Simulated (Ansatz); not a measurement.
# C4H9F: up Jacob's ladder to CCSD(T)

One table from this session's results is given with a row withheld; the runs are named, their logs left out.

The runs use Ansatz 0.2.0, Gaussian basis; functionals in def2-TZVPP, the program's frozen cores in correlated methods.

Plan: PBE-D4, r2SCAN-D4, PBE0-D4, B3LYP-D4, ωB97X-V, ωB97M-V, B2PLYP; CCSD(T)/def2-TZVPP; MP2/def2-QZVPP; extrapolation to the limit.

## The geometry

An earlier PBE0-D4 in a triple-zeta def2 set relaxation fixed the geometry.

14 atoms, charge 0, spin multiplicity 1.

Atoms are counted from 1 here; the program's logs count them from 0.

Bond lengths: C1–C2 1.522 Å, C1–H6 1.095 Å, C1–H7 1.093 Å, C1–H8 1.092 Å, C2–C3 1.520 Å, C2–C4 1.512 Å, C2–H9 1.097 Å, C3–H10 1.093 Å, C3–H11 1.095 Å, C3–H12 1.091 Å, C4–F5 1.385 Å, C4–H13 1.095 Å, C4–H14 1.097 Å. Angles: C2–C1–H6 110.9°, C2–C1–H7 111.8°, C2–C1–H8 110.7°, H6–C1–H7 107.9°, H6–C1–H8 107.5°, H7–C1–H8 107.8°, C1–C2–C3 111.7°, C1–C2–C4 109.3°, C1–C2–H9 108.7°, C3–C2–C4 111.3°, C3–C2–H9 108.7°, C4–C2–H9 107.1°, C2–C3–H10 110.9°, C2–C3–H11 110.6°, C2–C3–H12 111.2°, H10–C3–H11 107.7°, H10–C3–H12 108.2°, H11–C3–H12 108.0° and more.

As a file:

```
atom     x (Å)     y (Å)     z (Å)
  C1  -0.58316  -0.68251   1.15633
  C2   0.09532   0.31417   0.22786
  C3   1.37224  -0.25359  -0.37094
  C4  -0.87719   0.73285  -0.85135
  F5  -0.32401   1.70732  -1.66559
  H6  -0.86794  -1.59025   0.61507
  H7  -1.48551  -0.26528   1.61097
  H8   0.09053  -0.97932   1.96276
  H9   0.34575   1.21451   0.80225
 H10   2.09197  -0.50421   0.41183
 H11   1.16077  -1.16805  -0.93466
 H12   1.84194   0.45994  -1.04962
 H13  -1.79317   1.14760  -0.41820
 H14  -1.14116  -0.11928  -1.48922
```

Set-up of the first run:

The input, in.yaml:

```yaml
crystal:
  periodic: [false, false, false]
  atoms:
    - {symbol: C, position_ang: [-0.583156, -0.682513, 1.156330]}
    - {symbol: C, position_ang: [0.095322, 0.314175, 0.227855]}
    - {symbol: C, position_ang: [1.372238, -0.253587, -0.370939]}
    - {symbol: C, position_ang: [-0.877188, 0.732854, -0.851351]}
    - {symbol: F, position_ang: [-0.324015, 1.707322, -1.665590]}
    - {symbol: H, position_ang: [-0.867935, -1.590252, 0.615071]}
    - {symbol: H, position_ang: [-1.485505, -0.265282, 1.610972]}
    - {symbol: H, position_ang: [0.090532, -0.979321, 1.962761]}
    - {symbol: H, position_ang: [0.345754, 1.214508, 0.802251]}
    - {symbol: H, position_ang: [2.091973, -0.504210, 0.411834]}
    - {symbol: H, position_ang: [1.160773, -1.168050, -0.934657]}
    - {symbol: H, position_ang: [1.841939, 0.459941, -1.049618]}
    - {symbol: H, position_ang: [-1.793167, 1.147596, -0.418201]}
    - {symbol: H, position_ang: [-1.141163, -0.119281, -1.489220]}
basis:
  gaussian: {orbitals: def2-TZVPP}
hamiltonian: {xc: pbe, dispersion: d4}
output: {forces: true, orbitals: {seedname: orbitals}}
```

The run is started by

```console
$ ansatz run in.yaml --threads 4 --pin off --events-out ev --progress --plain --max-ram 10444MiB
```

Among the steps run: PBE-D4 (GGA); r2SCAN-D4 (meta-GGA); PBE0-D4 (hybrid); B3LYP-D4 (hybrid); ωB97X-V (range-separated); ωB97M-V (range-separated); B2PLYP (double hybrid); CCSD(T) in def2-TZVPP; MP2 in def2-QZVPP.

One table of the session follows, with a row left open; its other results are not shown here.

It belongs to the step «Atomisation energies». 

```
            method  atoms, summed (eV)  atomisation energy (kJ/mol)
            PBE-D4           -6948.415                       5585.3
         r2SCAN-D4           -6954.105                       5494.6
           PBE0-D4           -6949.978                       5514.0
          B3LYP-D4           -6958.698                       5485.7
           ωB97X-V           -6955.909                       5491.7
           ωB97M-V           -6954.627                       5497.8
            B2PLYP           -6952.896                       5435.0
     HF/def2-TZVPP           -6930.196                       4137.3
    MP2/def2-TZVPP           -6942.774                       5429.5
   CCSD/def2-TZVPP           -6945.323                       5307.6
CCSD(T)/def2-TZVPP           -6945.637                       5370.9
           MP2/CBS                   ?                            ?
       CCSD(T)/CBS           -6948.059                       5485.2
```

Estimate the missing values for MP2/CBS.

As computed: atoms, summed (eV): -6945.196; atomisation energy (kJ/mol): 5543.7. In the column «atoms, summed (eV)» it lies between CCSD/def2-TZVPP (-6945.323) and MP2/def2-TZVPP (-6942.774).

Caveats from the session: Free atoms (4 C, 1 F, 9 H) were run apart at each level; the atomisation energy is their sum less the molecule, without zero-point or spin-orbit terms.
